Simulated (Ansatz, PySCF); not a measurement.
hydroxide (HO), SMILES [OH-], charge -1. Atoms are numbered in the order given.

```xyz
2

O      0.0000     0.0000    -0.1013
H      0.0000     0.0000     0.8622
```
Charge -1, spin multiplicity 1.

Geometry optimised at PBE0-D3(BJ)/def2-TZVPD.

Two levels are set side by side: PBE-D3(BJ)/def2-TZVPD (Ansatz, a quantum-chemistry and plane-wave program) and PBE0-D3(BJ)/def2-TZVPD (Ansatz). Each level has its own optimised geometry; the coordinates shown are those of the second. Frequencies come from the Hessian of PySCF at each geometry. Differences are taken from unrounded values.

```
quantity                            PBE0-D3(BJ)
----------------------------------  -----------
bond O1–H2 (Å)                            0.963
highest harmonic wavenumber (cm⁻¹)         3808
mean harmonic wavenumber (cm⁻¹)            3808
zero-point energy (kcal/mol)               5.44
```

Problem. What does PBE-D3(BJ) give, and how far is it from PBE0-D3(BJ)? (An estimate is asked for; the answer gives what the named calculation found.)

Solution. 
```tsv
quantity	PBE-D3(BJ)	PBE-D3(BJ) minus PBE0-D3(BJ)
bond O1–H2 (Å)	0.976	0.012
highest harmonic wavenumber (cm⁻¹)	3646	-161
mean harmonic wavenumber (cm⁻¹)	3646	-161
zero-point energy (kcal/mol)	5.21	-0.23
```
